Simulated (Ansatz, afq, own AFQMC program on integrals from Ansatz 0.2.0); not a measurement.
# CH3B, triplet: AFQMC among the cluster methods

```xyz
5

B     0.0000    0.0504    0.7398
C     0.0000   -0.1015   -0.7490
H     0.0000    1.1489    1.2274
H     0.0000   -0.9087    1.4552
H     0.0000    0.4289   -1.6923
```

Connectivity, by distances: BH2–CH.

Basis cc-pVDZ. Only valence electrons are correlated. Ansatz 0.2.0 and our own AFQMC program on the same integrals; the CISD trial comes from CCSD amplitudes, and released means the phaseless constraint is let go. ± is one standard error of the sampling.

Determinant: ROHF, the one that the program's search chose, which needn't be the lowest solution. The geometry is a PBE0/def2-TZVP stationary point of this or a neighbouring charge and spin state.

No full CI on the walks' own integrals is used here; CCSDT(Q) serves as the reference and is uncertain by about the last step of the cluster series.

The T1 diagnostic is 0.0214, the weight of the determinant in the CISD state is 0.903 and the size of the correlated space is 10 electrons in 41 orbitals.

Reference: CCSDT(Q), correlation energy -5.828 eV. The released energy is read at 2.40 1/Eh (meV from the phaseless value at times in 1/Eh: -2.3 ± 2.4 at 0.24, -4.2 ± 1.7 at 0.51, -4.1 ± 1.6 at 0.99, -8.5 ± 2.0 at 1.62, -4.6 ± 1.8 at 2.40).

```json
{"level": "HF", "E − E(reference) (meV)": "5828.0", "share of correlation (%)": "0.00"}
{"level": "MP2", "E − E(reference) (meV)": "1117.1", "share of correlation (%)": "80.83"}
{"level": "CCSD", "E − E(reference) (meV)": "152.6", "share of correlation (%)": "97.38"}
{"level": "CCSD(T)", "E − E(reference) (meV)": "29.2", "share of correlation (%)": "99.50"}
{"level": "CCSDT", "E − E(reference) (meV)": "5.0", "share of correlation (%)": "99.91"}
{"level": "ph-AFQMC/HF", "E − E(reference) (meV)": "-31.5 ± 25.2", "share of correlation (%)": "100.54"}
{"level": "ph-AFQMC/CISD", "E − E(reference) (meV)": "2.4 ± 3.0", "share of correlation (%)": "99.96"}
{"level": "released AFQMC", "E − E(reference) (meV)": "-2.2 ± 1.8", "share of correlation (%)": "100.04"}
```

A walk keeps the symmetry of its determinant, which the program's search chose and which needn't be the lowest solution, so a lower state of the same spin and another symmetry isn't excluded. Released energies are given only where the last usable release times agree within the noise; a slower fall can still hide under it.
